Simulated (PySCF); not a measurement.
Mayer bond orders and bond lengths

Species: trisilane, Si3H8.
Atom-mapped SMILES: `[SiH3:1][SiH2:2][SiH3:3]` (hydrogens: H4, H5, H6 on Si1; H7, H8 on Si2; H9, H10, H11 on Si3)

Structure used (GFN2-xTB), in Å, numbered top down from 1:
```
atom  x, y, z in Å
Si1    1.857    0.721   -0.045
Si2    0.176   -0.870   -0.102
Si3   -1.987   -0.076    0.114
H4     3.210    0.177   -0.187
H5     1.700    1.710   -1.115
H6     1.847    1.470    1.215
H7     0.429   -1.881    0.940
H8     0.287   -1.649   -1.348
H9    -2.320    0.877   -0.949
H10   -2.175    0.637    1.381
H11   -3.019   -1.113    0.071
```

Bond orders from the PBE0/pcSseg-1 density (PySCF). Geometry: GFN2-xTB; no solvent, vibrations or thermal averaging.

**Question.** Where do the orders between heavy atoms depart from those drawn in the SMILES?

**Answer.** The largest departure is 0.094, at Si1–Si2 (drawn single, 0.906) and Si2–Si3 (drawn single, 0.906).

**Question.** Give the Mayer order of every bond, beside its length.

**Answer.** 
```csv
bond,drawn as,length (Å),Mayer order
Si1–Si2,single,2.315,0.906
Si2–Si3,single,2.314,0.906
Si1–H4,single,1.465,0.936
Si1–H5,single,1.466,0.929
Si1–H6,single,1.466,0.929
Si2–H7,single,1.474,0.919
Si2–H8,single,1.474,0.919
Si3–H9,single,1.466,0.929
Si3–H10,single,1.466,0.929
Si3–H11,single,1.465,0.936
```

**Question.** Sum the orders of all bonds at each heavy atom with more than one neighbour and set the sums beside the valence in the SMILES.

**Answer.** Si1 3.700 (drawn 4), Si2 3.650 (drawn 4), Si3 3.700 (drawn 4). Orders between atoms that aren't bonded are not in these sums.

The Mayer order sums products of elements of PS (density times overlap matrix) between the two atoms' basis functions, so it depends on the basis set.
